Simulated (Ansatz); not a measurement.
This Ansatz (a program for electronic structure) input (PBE/cc-pV(T+d)Z) gives -40.46329 Eh with 86 basis functions. A basis named .json is the Basis Set Exchange file of that set (core-valence sets with the plain set on hydrogen).

Ansatz 0.2 input:
```yaml
crystal:
  periodic: [false, false, false]
  atoms:
    - {symbol: C, position_ang: [-0.00000000, 0.00000000, -0.00000000]}
    - {symbol: H, position_ang: [0.62054657, 0.62688914, 0.63896175]}
    - {symbol: H, position_ang: [-0.64285838, -0.62489528, 0.61852983]}
    - {symbol: H, position_ang: [0.63693263, -0.63278043, -0.61664082]}
    - {symbol: H, position_ang: [-0.61462083, 0.63078657, -0.64085076]}
basis:
  gaussian:
    orbitals: cc-pV_T+d_Z.json
hamiltonian:
  xc: {name: PBE}
magnetization: {spin_polarized: false}
```

Change:
```diff
- orbitals: cc-pV_T+d_Z.json
+ orbitals: aug-pcseg-1.json
```

What does the run give now?

-40.43940 Eh (PBE/aug-pcseg-1, 59 functions), a change of +23.89 mEh.
